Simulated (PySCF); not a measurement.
dimethyl sulfide cation (C₂H₆S), SMILES CSC (connectivity only; charge and spin as stated), charge +1, multiplicity 2.

Coordinates come from a B3LYP-D3(BJ)/def2-TZVP optimisation. The multiplicity is an assumed one; other spin states were not compared.

Method: r2SCAN/def2-TZVPD run with PySCF.

The molecule is in vacuum.

```yaml
total_energy: -477.66406 hartree
point_group: C2
"α spin, highest occupied and lowest empty level": -13.74 and -6.00 eV
"β spin, highest occupied and lowest empty level": -14.59 and -11.38 eV
dipole_moment_about_the_centre_of_nuclear_charge: 1.22 D
mean_static_polarisability: 40.7 bohr³ (6.03 Å³)
polarisability_principal_values: 32.0, 38.8, 51.3 bohr³
"⟨S²⟩": 0.758 (pure state 0.75)
```
